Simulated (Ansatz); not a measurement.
Compare A (`[CH2][SiH2]O`•) with its isomer B (`CO[SiH2]`•).

Gas-phase electronic energies from Ansatz, PBE0-D4/def2-TZVP geometries. CBS: MP2 limit from def2 TZ/QZ plus the TZ coupled-cluster correction, frozen cores. Functionals use def2-TZVPP. B3LYP here is the variant with VWN-RPA as its local correlation; programs differ in this. Open shells (•) are unrestricted, without spin–orbit coupling. Each species was taken in one conformer, which may not be the lowest.

(1) Which is lower in electronic energy at CCSD(T)/CBS, and by how much? (Best estimate.)

(2) Give E(B) − E(A) in kJ/mol with B2PLYP, CCSD(T)/def2-SVP, B3LYP, ωB97M-V, BLYP-D4, PBE0-D4, r2SCAN-D4. (An estimate is asked.)

(3) Does the order hold for the free energy at 298.15 K (harmonic terms from PBE0-D4)? (An estimate is asked.)

Largest T1 diagnostic: 0.015.

Results:

(1) Ansatz gave: A, by 59.7 kJ/mol.

(2) Computed: B2PLYP 52.4, CCSD(T)/def2-SVP 33.3, B3LYP 48.9, ωB97M-V 57.7, BLYP-D4 40.5, PBE0-D4 47.7, r2SCAN-D4 56.6. None reverses the order clearly.

(3) The calculation gave: Yes: G(B) − G(A) = +68.3 kJ/mol, for one conformer each.

From PBE to PBE0 (25 % exact exchange), in def2-TZVPP and without D4, E(B) − E(A) moves by +9.9 kJ/mol. Leaving LDA and LC-ωPBE aside and taking each functional with its dispersion term where it has one, the values, not all of them listed here, spread over 23.2 kJ/mol, from PBE-D4 to r2SCAN0-D4. LDA lies −14.0 kJ/mol from PBE without D4.
